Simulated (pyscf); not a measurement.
## Four-centre exchange: silicon tetrafluoride (F–Si(F)(F)–F) + ammonia (NH₃) -> hydrogen fluoride (HF) + H₂N–Si(F)(F)–F

Gas phase, singlet surface, charge 0. Bonds broken: F1–Si2, N6–H7. Bonds formed: F1–H7, Si2–N6. Single points on ωB97X-D3(BJ)/def2-SVP structures (PySCF, gas phase).

Transition state (Å):

```xyz
9

F     -1.5539    -0.8691     0.0285
Si     0.0877     0.2944    -0.1250
F      1.3616     1.2990    -0.0131
F     -0.7030     1.0061    -1.3267
F      0.8681    -1.0894    -0.3534
N     -0.6277     0.5352     1.5237
H     -1.4791    -0.3513     1.0055
H     -0.0109     0.2575     2.2885
H     -0.9421     1.4904     1.7012
```

One imaginary mode, 655i cm⁻¹; descent along it reached the two sides named, in the forms told below.

| bond | change | reactant side (Å) | saddle | product side |
|---|---|---|---|---|
| F1–Si2 | breaks | 1.642 | 2.018 | 3.1 |
| N6–H7 | breaks | 1.021 | 1.334 | 1.826 |
| F1–H7 | forms | 2.336 | 1.108 | 0.939 |
| Si2–N6 | forms | 2.044 | 1.813 | 1.718 |

Electronic energies relative to the separated reactants (eV):

| level | barrier | reaction energy | reverse barrier |
|---|---|---|---|
| ωB97X-D3(BJ)/def2-TZVP | 1.08 | +0.70 | 0.37 |
| PBE/def2-TZVP | 0.97 | +0.76 | 0.20 |
| r²SCAN/def2-TZVP | 1.02 | +0.80 | 0.22 |
| B3LYP-D3(BJ)/def2-TZVP | 1.14 | +0.75 | 0.39 |
| PBE0-D3(BJ)/def2-TZVP | 0.99 | +0.70 | 0.29 |
| M06-2X/def2-TZVP | 1.09 | +0.72 | 0.37 |
| ωB97M-D3(BJ)/def2-TZVP | 1.11 | +0.74 | 0.37 |
| HF/def2-TZVP | 1.89 | +0.82 | 1.06 |

With ωB97M-D3(BJ)/def2-TZVP energies and thermal terms (ideal gas, 1 atm, RRHO with modes under 100 cm⁻¹ raised to 100, one conformer, R ln 2 for rigid chiral ones), in eV:

```csv
T (K),ΔH‡,ΔG‡,ΔH,ΔG
298,1.05,1.48,+0.70,+0.63
600,1.06,1.91,+0.74,+0.54
900,1.09,2.33,+0.77,+0.43
1200,1.13,2.73,+0.79,+0.31
```

On the reactant side the descent ends in an adduct with a N–Si contact (not fully relaxed), 0.24 eV under the separated species and 1.32 eV under the saddle at ωB97X-D3(BJ)/def2-TZVP. On the product side the descent ends in a complex, 0.27 eV under the separated species and 0.65 eV under the saddle at ωB97X-D3(BJ)/def2-TZVP. What is counted as formed (N–Si) is already present as a longer contact in the reactant adduct; forming that adduct is a step of its own. This is the saddle that the search found; another between the same sides may lie lower.
